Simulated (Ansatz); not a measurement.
**Fluorite SrCl2**

These are PBE in Ansatz (plane waves, PAW) values and carry that method's errors.

Numerical settings: plane-wave cutoff 520 eV, 6×6×6 k mesh, perturbation theory, scalar-relativistic PAW data made under PBE.

Cell: measured lattice: a = b = c = 6.9744 Å, α = β = γ = 90.00°.

For fluorite SrCl2, the electronic dielectric constant ε∞ comes out as 2.92 and the dielectric constant ε0 (ions relaxed) is 7.89.

Note: the cell isn't this level's own, so it is under some stress, which shifts stiffness and frequencies.

The result took very roughly 2.5 core-minutes.

Ansatz is a quantum-chemistry and plane-wave program.
